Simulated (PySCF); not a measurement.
# [BF2]+: relaxation and vibrations of the singlet

The task is one start of a wider search on [BF2]+: the singlet, from a PBE0 minimum start. It is relaxed, tested by its Hessian and followed downhill if it is a saddle.

Program: PySCF 2.14.0. Level of theory: PBE0, basis B def2-TZVP, F def2-TZVP, no relativity, density fitting. These are calculated values, not measurements.

## 1. Where the work starts

3 atoms, charge 1, spin multiplicity 1.

Bond lengths: B1–F2 1.226 Å, B1–F3 1.226 Å. Angles: F2–B1–F3 180.0°.

Coordinates in bohr (charge 1 multiplicity 1):
```
B     0.0000    0.0000    0.0000
F     0.0000    0.0000    2.3176
F     0.0000    0.0000   -2.3176
```

## 2. Finding the electronic state

The steps below are one call of a driver around PySCF. For each, scf.py gives the equivalent set-up of the SCF; relaxations use the driver's own optimiser. After this first run the driver tries any further starts and a stability analysis.

The input, scf.py:

```python
from pyscf import gto, scf, dft
mol = gto.M(atom='''
B      0.000000     0.000000     0.000000
F     -0.000000    -0.000000     1.226443
F      0.000000     0.000000    -1.226443''',
    basis={'B': 'def2-TZVP', 'F': 'def2-TZVP'},
    charge=1, spin=0)
mf = dft.RKS(mol, xc='PBE0')
mf.grids.atom_grid = (50, 194)
aux = {'B': 'def2-universal-JKFIT', 'F': 'def2-universal-JKFIT'}
mf = mf.density_fit(auxbasis=aux)
mf.conv_tol = 1e-08
mf.diis_space = 10
mf.max_cycle = 60
mf.init_guess = 'minao'
mf.verbose = 4
mf.kernel()
```

The run is started by

```sh
$ OMP_NUM_THREADS=2 python axn.py task.json out
```

The log of the run:

```text
init E= -224.892527204757
  HOMO = -0.565437250949078  LUMO = -0.0748300162716511  gap/eV = 13.35010
cycle= 1 E= -224.062383704316  delta_E= 0.83  |g|= 0.572  |ddm|= 1.61
  HOMO = -0.789274497350118  LUMO = -0.334571647722513  gap/eV = 12.37309
cycle= 2 E= -224.006835280507  delta_E= 0.0555  |g|= 0.89  |ddm|= 0.709
  HOMO = -0.852040393238393  LUMO = -0.321973993704052  gap/eV = 14.42384
cycle= 3 E= -224.125721098349  delta_E= -0.119  |g|= 0.0704  |ddm|= 0.36
  HOMO = -0.834972715143495  LUMO = -0.308791300720356  gap/eV = 14.31813
cycle= 4 E= -224.126371805023  delta_E= -0.000651  |g|= 0.00468  |ddm|= 0.0327
  HOMO = -0.833876443352361  LUMO = -0.308065114169486  gap/eV = 14.30806
cycle= 5 E= -224.126375052591  delta_E= -3.25e-06  |g|= 0.000505  |ddm|= 0.0049
  HOMO = -0.833978044077399  LUMO = -0.308117845698131  gap/eV = 14.30938
cycle= 6 E= -224.126375091419  delta_E= -3.88e-08  |g|= 7.19e-05  |ddm|= 0.000352
  HOMO = -0.833983430065928  LUMO = -0.308115733000763  gap/eV = 14.30959
cycle= 7 E= -224.126375092393  delta_E= -9.74e-10  |g|= 8.22e-06  |ddm|= 5.11e-05
  HOMO = -0.833980930667403  LUMO = -0.308115055981939  gap/eV = 14.30954
Extra cycle  E= -224.126375092391  delta_E= 2.16e-12  |g|= 1.05e-05  |ddm|= 7.19e-06
converged SCF energy = -224.126375092391
```

This step, with its further starts and checks, needed 4.1 s of wall time on 2 threads of Arm Neoverse N1, shared host.

No lower closed-shell solution turned up in the test of internal stability.

## 3. PBE0 minimum start, singlet: relaxation

The program finds D∞h symmetry in the start, which this walk keeps.

Changes to scf.py since step 2:

```diff
@@ -4 +4 @@
-F     -0.000000    -0.000000     1.226443
+F      0.000000     0.000000     1.226443
@@ -15 +14,0 @@
-mf.init_guess = 'minao'
```

Energy and gradient, step by step:

```
step  energy (Eh)  change (kJ/mol)  largest symmetric gradient (Eh/bohr)
   0  -224.126375             0.00                               0.00002
```

The walk took 0.9 s.

Geometry (Å) and forces (eV/Å) at some steps:

```
step 0
B    0.000   0.000   0.000   0.000   0.000   0.000
F    0.000   0.000   1.226   0.000   0.000  -0.001
F    0.000   0.000  -1.226   0.000   0.000   0.001
```

After 0 steps and 0.0 kJ/mol it ends at D∞h: B–F 1.226 Å (×2); F–B–F 180.0°.

## 4. Vibrations and properties at this point

On the finer grid the gradient is checked again; gradients at displacements of ±0.02 bohr then give force constants and infrared intensities.

Changes to scf.py since step 3:

```diff
@@ -9 +9 @@
-mf.grids.atom_grid = (50, 194)
+mf.grids.atom_grid = (75, 302)
@@ -12 +12 @@
-mf.conv_tol = 1e-08
+mf.conv_tol = 1e-10
```

This SCF starts from the last density.

Log of the central SCF (cycles and frontier levels):

```text
init E= -224.126419875072
  HOMO = -0.833985812606277  LUMO = -0.308114971158193  gap/eV = 14.30967
cycle= 1 E= -224.126419875072  delta_E= 6.82e-13  |g|= 1.7e-07  |ddm|= 1.46e-07
  HOMO = -0.833985842021867  LUMO = -0.308114962090173  gap/eV = 14.30968
Extra cycle  E= -224.126419875072  delta_E= -6.25e-13  |g|= 2.62e-07  |ddm|= 1.67e-07
converged SCF energy = -224.126419875072
```

The whole step took 11 s.

Geometry: D∞h; B–F 1.226 Å (×2); F–B–F 180.0°.

Harmonic modes (main isotopes):

```tsv
symmetry	ω (cm⁻¹)	IR (km/mol)
πu	457	281
σg+	1038	0.0
σu+	2087	455
```

All wavenumbers are real: a minimum.

Properties at this point:

- Dipole moment about the centre of mass: 0.00 D
- Highest occupied level: -22.69 eV
- Lowest empty level: -8.38 eV
- Rotational constants: 0.295 cm⁻¹
- Zero-point energy: 24.2 kJ/mol
- Principal polarisabilities: 7.4, 7.4, 14.0 bohr³
- Principal traceless quadrupole moments about the centre of mass: -0.14, 0.07, 0.07 D Å
- Entropy at 298.15 K and 1 bar: 221.3 J/(mol K)
- Heat capacity Cp at 298.15 K: 41.8 J/(mol K)
- Enthalpy at 298.15 K above 0 K: 10.11 kJ/mol
- Rotational symmetry number: 2

Charges (e) and bond orders:

```json
{"atom": "B1", "Mulliken": "0.82", "Löwdin": "-0.22", "polar tensor": "1.63", "Mayer order to B1": "–"}
{"atom": "F2,3", "Mulliken": "0.09", "Löwdin": "0.61", "polar tensor": "-0.31", "Mayer order to B1": "1.64"}
```

Outer orbital energies (eV). occupied: -45.28, -45.09, -25.97, -25.78, -24.20, -24.20, -22.69, -22.69; empty: -8.38, -7.98, -7.98, -2.52.

Mulliken populations on B1: s 2.57, p 1.28, d 0.27, f 0.07.

## 5. Summary of results

| quantity | value |
| --- | --- |
| minimum | singlet, D∞h |
| geometry | B–F 1.226 Å (×2); F–B–F 180.0° |
| wavenumbers (cm⁻¹) | 457 (πu), 1038 (σg+), 2087 (σu+) |
| dipole moment (centre of mass) | 0.00 D |
| highest occupied, lowest empty level | -22.69, -8.38 eV |
| polar-tensor charge of B1 | +1.63 e |
| zero-point energy | 24.2 kJ/mol |
| entropy at 298.15 K | 221.3 J/(mol K) |

**Reading.** The molecule stays D∞h, as typed, and the end point is a minimum. The strongest infrared band lies at 2087 cm⁻¹ (σu+). Other starts or spin states, not run here, may lie lower.

The search up to here took 16 s.
